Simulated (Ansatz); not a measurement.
**Question.** Name a neutral molecule of C, F, O and H with HOMO–LUMO gap (ωB97M-V/def2-TZVPP) between 13.60 and 13.90 eV and LUMO energy (PBE/def2-TZVPP) between 0.15 and 0.45 eV (Ansatz, PBE0-D4/def2-TZVP geometry).

**Answer.** `FCC1CO1` (13.70 eV, 0.34 eV); `CC(O)F` (13.81 eV, 0.16 eV); `CC1(F)OCO1` (13.63 eV, 0.21 eV); `COC(C)(F)F` (13.66 eV, 0.42 eV). Other molecules can fit too; these were computed, each in one conformer that needn't be the lowest.
